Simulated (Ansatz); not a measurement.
## Caesium, bcc: convergence with cold smearing

Computed with Ansatz, PBE, scalar-relativistic PAW, on the relaxed cell (a = 6.154 Å; spin not included). Errors count from a run at 420 eV on a Γ-centred 12×12×12 mesh with Fermi-Dirac smearing of 0.1 eV, extrapolated to zero width. Fixed here: cutoff 420 eV, mesh 7×7×7. The SCF starts from atomic densities corrected by a trained network.

```
width (eV)  E(σ→0) error (meV/atom)  F error (meV/atom)  P (GPa)  SCF iterations
      0.01                     -0.8                -0.8     0.01               5
      0.03                     -0.9                -1.1     0.01               5
       0.1                     -1.7                -2.3     0.00               5
       0.2                     -3.5                -4.0     0.00               5
       0.3                     -3.0                -5.0     0.00               5
       0.6                     -3.1               -22.0     0.00               5
```

Q: What does the run at 1.0 give (width)?

A: E(σ→0) error (meV/atom): -7.7; F error (meV/atom): -87.1; P (GPa): 0.02; SCF iterations: 6.
